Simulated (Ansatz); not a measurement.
**AlNH₂ (singlet): wave-function methods side by side, cc-pVTZ**

The task here is to estimate one member of a computed series from the others.

Program: Ansatz 0.2.0, Gaussian basis. Level of theory: cc-pVTZ, core rule «outside noble gas», up to 6 orbitals frozen. These are calculated values, not measurements.

Plan: UHF; CCSD(T) on RHF; CCSD(T) on UHF; BCCD(T) on RHF; CCSDT(Q) on RHF; CCSDT(Q) on UHF.

10 further runs of the same task are left out: 6 for a known fault of the program, 4 set aside as unsound or not needed.

### The system

The geometry is a PBE0/def2-TZVP stationary point (not a proven minimum).

4 atoms, charge 0, spin multiplicity 1.

Atoms are counted from 1 here; the program's logs count them from 0.

Bond lengths: Al1–N2 1.796 Å, N2–H3 1.012 Å, N2–H4 1.012 Å. Angles: Al1–N2–H3 125.6°, Al1–N2–H4 125.6°, H3–N2–H4 108.7°.

The first run:

File in.yaml:

```yaml
crystal:
  periodic: [false, false, false]
  atoms:
    - {symbol: Al, position_ang: [0.000000, 0.000000, 0.696811]}
    - {symbol: N, position_ang: [0.000000, 0.000000, -1.099242]}
    - {symbol: H, position_ang: [0.000000, 0.822256, -1.688737]}
    - {symbol: H, position_ang: [0.000000, -0.822256, -1.688737]}
basis:
  gaussian: {orbitals: cc-pVTZ}
magnetization: {spin_polarized: true, initial_magnetization: 0}
hamiltonian: {xc: hf}
output: {orbitals: {seedname: orbitals}}
```

Run with:

```bash
ansatz run in.yaml --threads 1 --pin off --events-out ev --progress --plain --max-ram 2816MiB --backend cpu
```

Among the steps run: UHF; CCSD(T) on RHF; CCSD(T) on UHF; BCCD(T) on RHF; CCSDT(Q) on RHF; CCSDT(Q) on UHF.

One table of the session follows, with a row left open; its other results are not shown here.

```
   method  from RCCSDT(Q) (meV)
      RHF               +8389.0
      UHF               +8389.0
     RMP2                +843.5
    RCCSD                +332.9
 RCCSD(T)                 +27.7
  BCCD(T)                 +25.8
   RCCSDT                     ?
RCCSDT(Q)                     0
```

Q: Estimate the row for RCCSDT from the others.

As computed: from RCCSDT(Q) (meV): +17.8. In the column «from RCCSDT(Q) (meV)» it lies between RCCSDT(Q) (0) and BCCD(T) (+25.8).

Not comparable, so not listed: CCSDT(Q) on UHF (they don't share determinant, frozen orbitals or solution with the rows shown, or repeat one).

Caveats from the session: Warnings: restricted reference is unstable.
